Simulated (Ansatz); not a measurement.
B–BH–F, triplet in cc-pVDZ: errors against UCCSDT(Q)

Geometry: displaced at random from a stationary point.

```xyz
4

B     0.0832   -0.2753    1.6104
B    -0.0817    0.4636    0.1613
F    -0.0050   -0.1910   -1.0198
H     0.0781    1.5802    0.2187
```

Basis cc-pVDZ; Ansatz 0.2.0. Only valence electrons are correlated (noble-gas cores frozen), which leaves 14 electrons in 44 orbitals. R marks a restricted (for open shells ROHF) determinant, U an unrestricted one.

Full CI isn't at hand for all of this; UCCSDT(Q) serves as the reference, and is uncertain by about the last step of the cluster series. The frozen core follows each run's orbitals, which can shift R against U totals by a few meV.

For open shells CISD is restricted-active-space CI with the open shells as a complete middle space.

```
UHF ⟨S²⟩                          : 2.004
T1 diagnostic (RCCSD)             : 0.0281
largest doubles amplitude (RCCSD) : 0.049
T1 diagnostic (UCCSD)             : 0.0256
```

```tsv
level	E − E(UCCSDT(Q)) (mEh)	share of correlation (%)	wall time
RHF	336.77	0.00	–
UHF	335.11	0.49	–
RMP2	36.24	89.24	–
UMP2	35.89	89.34	–
CISD	35.94	89.33	20 s
RCCSD	9.61	97.15	–
UCCSD	9.55	97.17	–
RCCSD(T)	1.90	99.44	16 s
UCCSD(T)	1.87	99.44	13 s
BCCD(T)	1.67	99.51	17 s
RCCSDT	0.66	99.80	–
UCCSDT	0.65	99.81	–
RCCSDT(Q)	0.11	99.97	6.7 min
```

The correlation energy at UCCSDT(Q), counted from RHF, is -9.164 eV. That run took 6.2 min on 1 thread of Intel Xeon, shared host.

Times hold each run's SCF and search for its determinant on a shared host, so for small cases they say little of a method's own cost; they ran on 1 thread of Intel Xeon.
